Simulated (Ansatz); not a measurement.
Basis-set extrapolation for C3H6F2O, SMILES `CC(O)(F)CF` (PBE0-D4/def2-TZVP geometry, frozen core, Ansatz). Multiplicity 1, RHF reference.

```
                      def2-TZVPP   def2-QZVPP
                 HF  -391.010073  -391.027470
    MP2 correlation    -1.246814    -1.348399
CCSD(T) correlation    -1.321995      not run
```

Energies in hartree. Use E(X) = E(∞) + A·exp(−7.88·√X) for Hartree–Fock and E(X) = E(∞) + B·X^(−2.97) for correlation, with X = 3 and 4, and add CCSD(T) minus MP2 of the smaller set to the MP2 limit.

Question: What is the CCSD(T) energy at the basis-set limit?

Answer: HF limit: -391.027470 + (-0.017397) × 0.13774 = -391.02987. MP2 limit: -1.348399 + (-0.101585) × 0.74074 = -1.42365. Higher-order term: -1.321995 − (-1.246814) = -0.07518. Total: -392.52870 hartree, 5.35 eV below CCSD(T)/def2-TZVPP.
